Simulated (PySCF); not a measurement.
# Solver options tried on MgH

Do solver options change the result for MgH, or only the number of cycles?

The runs use PySCF 2.14.0; method and basis as typed in the scripts.

2 further runs of the same task are left out: 2 that didn't finish.

## Step 1: Starting geometry

MgH: 2 atoms, charge 0, spin multiplicity 2.

Bond lengths: Mg1–H2 1.675 Å.

## Step 2: The base run

input.py

```python
from pyscf import gto, dft

mol = gto.M(
    atom='Mg 0 0 0; H 0 0 1.675',
    basis='jorge-tzp-dkh',
    charge=0,
    spin=1,
    verbose=4,
)
mf = dft.ROKS(mol, xc='b3lyp')
mf = mf.sfx2c1e()
mf.kernel()
mf.dip_moment()
print('orbital energies (hartree):', mf.mo_energy[..., max(0, mol.nelec[1]-3):mol.nelec[0]+3].round(4))
```

Command:

```sh
$ OMP_NUM_THREADS=1 python input.py
```

The log of this run is left out.

It gives: E(SCF) = -200.958950 Eh, 8 cycles, μ = 1.27 D.

The bond length is a typed value, not an optimised one.

## Step 3: Second-order solver on

Edit 1 changes second-order solver: off → on.

input.py

```python
from pyscf import gto, dft

mol = gto.M(
    atom='Mg 0 0 0; H 0 0 1.675',
    basis='jorge-tzp-dkh',
    charge=0,
    spin=1,
    verbose=4,
)
mf = dft.ROKS(mol, xc='b3lyp')
mf = mf.sfx2c1e()
mf = mf.newton()
mf.kernel()
mf.dip_moment()
print('orbital energies (hartree):', mf.mo_energy[..., max(0, mol.nelec[1]-3):mol.nelec[0]+3].round(4))
```

Command:

```sh
$ OMP_NUM_THREADS=1 python input.py
```

## Step 4: Smearing width 0.001 hartree

Edit 2 changes smearing width: none → 0.001 hartree.

Changes to input.py since step 2:

```diff
@@ -1,2 +1,2 @@
-from pyscf import gto, dft
+from pyscf import gto, dft, scf
 
@@ -11,2 +11,3 @@
 mf = mf.sfx2c1e()
+mf = scf.addons.smearing_(mf, sigma=0.001, method='fermi')
 mf.kernel()
```

## Step 5: Level shift 0.5 hartree

Edit 3 changes level shift: none → 0.5 hartree.

Changes to input.py since step 2:

```diff
@@ -11,2 +11,3 @@
 mf = mf.sfx2c1e()
+mf.level_shift = 0.5
 mf.kernel()
```

What does the calculation give? Wanted: for each run, E(SCF); from base; SCF dipole.

As calculated:

```
                                       run  E(SCF) (hartree)  from base (eV)   cycles  SCF dipole (D)
                                      base       -200.958950               0        8            1.27
                    second-order solver on       -200.958950          0.0000  3 macro            1.27
smearing width 0.001 hartree (poor choice)       -200.938601  not comparable        7            1.20
                   level shift 0.5 hartree       -200.958950          0.0000       20            1.27
```

Distance from each run's final energy (log10 hartree) by cycle:

```
                                       run  cycle 1  cycle 2  cycle 3  cycle 5  cycle 8  cycle 12
                                      base     -1.9     -1.9     -3.5     -6.0    < -11      done
                    second-order solver on     -4.8    < -11    < -11     done     done      done
smearing width 0.001 hartree (poor choice)     -1.9     -1.9     -3.7     -7.5     done      done
                   level shift 0.5 hartree     -1.6     -1.9     -2.2     -2.9     -4.3      -6.0
```

**Reading.** The SCF energy stays the same, to the digits that matter, with second-order solver on or level shift 0.5 hartree. The base needs 8 cycles and the run with level shift 0.5 hartree needs 20. Rows marked «poor choice» come from settings spoiled on purpose.
